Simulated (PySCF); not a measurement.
# Solver options tried on AlSi⁺ (triplet)

The same problem is solved with other solver options, one edit a run.

The runs use PySCF 2.14.0; method and basis as typed in the scripts.

4 further runs of the same task are left out: 4 that didn't finish.

### 1 Where the work starts

AlSi⁺ (triplet): 2 atoms, charge 1, spin multiplicity 3.

Bond lengths: Al1–Si2 2.169 Å.

### 2 The base run

input.py reads:

```python
from pyscf import gto, scf, ci

mol = gto.M(
    atom='Al 0 0 0; Si 0 0 2.169',
    basis='ano-rcc-vdzp',
    charge=1,
    spin=2,
    verbose=4,
)
mf = scf.UHF(mol)
mf = mf.sfx2c1e()
mf.kernel()
ci.CISD(mf).kernel()
mf.dip_moment()
print('orbital energies (hartree):', [e[max(0, n-3):n+3].round(4) for e, n in zip(mf.mo_energy, mol.nelec)])
```

The run is started by

```sh
$ OMP_NUM_THREADS=1 python input.py
```

The log of this run is left out.

It gives: E(SCF) = -531.544958 Eh, 15 cycles, E(CISD) − E(SCF) = -0.15774 Eh, ⟨S²⟩ = 2.042.

The bond length is a typed value, not an optimised one. The dipole of an ion depends on the origin. The triplet is typed in the script; nothing here shows that it is the ground state.

### 3 Initial guess chk

Run 1 changes initial guess: minao → chk.

input.py reads:

```python
from pyscf import gto, scf, ci

mol = gto.M(
    atom='Al 0 0 0; Si 0 0 2.169',
    basis='ano-rcc-vdzp',
    charge=1,
    spin=2,
    verbose=4,
)
mf = scf.UHF(mol)
mf = mf.sfx2c1e()
mf.init_guess = 'chk'
mf.kernel()
ci.CISD(mf).kernel()
mf.dip_moment()
print('orbital energies (hartree):', [e[max(0, n-3):n+3].round(4) for e, n in zip(mf.mo_energy, mol.nelec)])
```

The run is started by

```sh
$ OMP_NUM_THREADS=1 python input.py
```

### 4 Damping 0.2

Run 2 changes damping: none → 0.2.

input.py: that of step 2 with these lines changed.

```diff
@@ -11,2 +11,4 @@
 mf = mf.sfx2c1e()
+mf.damp = 0.2
+mf.diis_start_cycle = 8
 mf.kernel()
```

### 5 Convergence threshold 1e-13 hartree

Run 3 changes convergence threshold: default → 1e-13 hartree.

input.py: that of step 2 with these lines changed.

```diff
@@ -11,2 +11,3 @@
 mf = mf.sfx2c1e()
+mf.conv_tol = 1e-13
 mf.kernel()
```

### 6 Initial guess mod_huckel

Run 4 changes initial guess: minao → mod_huckel.

input.py: that of step 2 with these lines changed.

```diff
@@ -11,2 +11,3 @@
 mf = mf.sfx2c1e()
+mf.init_guess = 'mod_huckel'
 mf.kernel()
```

### 7 Damping 0.5

Run 5 changes damping: none → 0.5.

input.py: that of step 2 with these lines changed.

```diff
@@ -11,2 +11,4 @@
 mf = mf.sfx2c1e()
+mf.damp = 0.5
+mf.diis_start_cycle = 8
 mf.kernel()
```

### 8 Second-order solver on

Run 6 changes second-order solver: off → on.

input.py: that of step 2 with these lines changed.

```diff
@@ -11,2 +11,3 @@
 mf = mf.sfx2c1e()
+mf = mf.newton()
 mf.kernel()
```

Q: Predict the outcome of this session. Wanted: for each run, E(SCF); from base; gap, α spin; after the SCF.

**Answer**, as computed:

```tsv
run	E(SCF) (hartree)	from base (eV)	cycles	gap, α spin (eV)	after the SCF
base	-531.544958	0	15	7.65	CISD correlation -4.292 eV
initial guess chk	-531.544958	0.0000	15	7.65	CISD correlation -4.292 eV
damping 0.2	-531.544958	0.0000	18	7.65	CISD correlation -4.292 eV
convergence threshold 1e-13 hartree	-531.544958	0.0000	29	7.65	CISD correlation -4.292 eV
initial guess mod_huckel	-531.556175	-0.3053	16	8.38	CISD correlation -3.875 eV
damping 0.5	-531.544958	0.0000	19	7.65	CISD correlation -4.292 eV
second-order solver on	-531.556175	-0.3053	3 macro	8.38	CISD correlation -3.875 eV
```

Distance from each run's final energy (log10 hartree) by cycle:

```tsv
run	cycle 1	cycle 2	cycle 3	cycle 5	cycle 8	cycle 12
base	-1.4	-2.5	-3.3	-3.0	-3.4	-7.2
initial guess chk	-1.4	-2.5	-3.3	-3.0	-3.4	-7.2
damping 0.2	-1.4	-2.4	-3.0	-3.3	-2.9	-5.8
convergence threshold 1e-13 hartree	-1.4	-2.5	-3.3	-3.0	-3.4	-7.2
initial guess mod_huckel	-1.5	-1.8	-1.9	-2.1	-2.7	-5.3
damping 0.5	-1.4	-2.0	-2.4	-3.2	-3.1	-4.3
second-order solver on	-2.3	-9.2	< -11	done	done	done
```

In words: No change of the SCF energy comes from initial guess chk or damping 0.2 or convergence threshold 1e-13 hartree or damping 0.5. PySCF falls back to minao for a guess that it doesn't know or can't read, so that run repeats the base. The largest comparable shift of the SCF energy, -0.305 eV, comes with the run “initial guess mod_huckel”. With initial guess mod_huckel the SCF ends in another solution, 0.31 eV lower: the path to self-consistency decides the state here. With second-order solver on the SCF ends in another solution, 0.31 eV lower: the path to self-consistency decides the state here. The base needs 15 cycles and the run with damping 0.5 needs 19.
